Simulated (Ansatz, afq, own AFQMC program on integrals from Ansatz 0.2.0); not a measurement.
Two steps: Ansatz 0.2.0 writes the Fock matrix and Cholesky factors of the valence space, and afq projects on them the lowest state that overlaps trial and start.

```yaml
crystal:
  periodic: [false, false, false]
  atoms:
    - {symbol: Si, position_ang: [0.000000, -0.087212, 0.525346]}
    - {symbol: O, position_ang: [0.000000, 0.078332, -1.004724]}
    - {symbol: H, position_ang: [0.000000, 1.186723, 1.309969]}
basis:
  gaussian: {orbitals: cc-pVDZ}
magnetization: {spin_polarized: true, initial_magnetization: 3}
correlation: {method: ccsd_t, electrons: outside_noble_gas, hamiltonian_folder: ham}
```

```sh
$ ansatz run in.yaml --threads 1 --pin off --events-out ev --progress --plain --max-ram 1382MiB
```

afq runs on the folder ham with

```
--method phaseless --trial cisd --walkers 60 --populations 1 --least-time 40 --time-step 0.005 --steps-per-block 50 --equilibration-blocks 28 --max-blocks 300 --target-error 0.0004 --factor-cut 1e-05 --start spin_pure --seed 114 --release-times 0.24,0.51,0.99,1.62,2.4 --release-step 0.03 --release-every 4 --taylor-order 6
```

Times are imaginary, in 1/Eh. The walk had a cap of 766 s.

Output of the walk:

```
orbitals 31  electrons 7 4  factors 226 of 356
reference energy -364.23568501 Eh
CCSD correlation -0.22210124 Eh in 17 cycles, weight of the determinant in the CISD state 0.9092
energy of the start -364.457607 Eh
 block  time / (1/Eh)  mean weight  energy / Eh
     1     0.250  1.0002  -364.455627
     2     0.500  1.0001  -364.457155
     3     0.750  0.9998  -364.460012
     4     1.000  1.0004  -364.461864
     5     1.250  0.9990  -364.460098
     7     1.750  1.0021  -364.461923
     9     2.250  0.9994  -364.465988
    13     3.250  0.9970  -364.462738
    21     5.250  1.0029  -364.458538
    29     7.250  1.0007  -364.462215
    37     9.250  1.0001  -364.462291
    45    11.250  0.9988  -364.461187
    53    13.250  0.9977  -364.467535
    61    15.250  0.9999  -364.463651
    69    17.250  1.0003  -364.461239
    77    19.250  1.0047  -364.476418
    81    20.250  1.0018  -364.457855
    85    21.250  0.9978  -364.461921
    93    23.250  0.9967  -364.464049
   101    25.250  1.0052  -364.463294
   109    27.250  1.0006  -364.462330
   117    29.250  1.0007  -364.465763
   125    31.250  0.9999  -364.463919
   133    33.250  1.0018  -364.462901
   141    35.250  0.9980  -364.467283
   149    37.250  1.0004  -364.463776
   157    39.250  1.0006  -364.458251
   165    41.250  1.0009  -364.463465
   173    43.250  0.9990  -364.461388
   181    45.250  0.9981  -364.459553
   185    46.250  0.9977  -364.460077
blocks merged  error / Eh  count
     1  0.000289  160
     2  0.000321  80
     4  0.000334  40
     8  0.000331  20
    16  0.000265  10
released: time / (1/Eh)  energy / Eh  error  mean overlap
  0.24  -364.462646  0.000417  1.0009
  0.51  -364.463024  0.000487  0.9982
  0.99  -364.463186  0.000513  0.9846
  1.62  -364.462634  0.000644  1.0098
  2.40  -364.462800  0.000727  0.9991
energy -364.463407 +/- 0.000334 Eh
(rows thinned)
```

The run passed its tests (sampling time, drift between the halves within three errors, error under three times the target), which doesn't prove that it has relaxed.

Against this walk (error 9.1 meV) on the same determinant: CCSD(T) 35.7 meV higher, CCSDT(Q) 2.5 meV higher (within the noise). The error is statistical and leaves out the bias of the constraint. Released to 1.62 1/Eh the energy moves by 21 ± 20 meV (both errors), within twice the noise.

Cautions: constraint bias not in the error; lower spins were not checked; the determinant is a saddle point among determinants of its kind.

The walk took 100 s on 1 thread of AMD EPYC 9R14 (Zen 4), on a shared host. The log's last line is the phaseless energy.

CCSDT and higher add their correlation energy to the determinant of the CCSD(T) run, since their own runs factorise the integrals more tightly (a shift of under 2 meV). A walk keeps the symmetry of its determinant, which the program's search chose and which needn't be the lowest solution, so a lower state of the same spin and another symmetry isn't excluded.
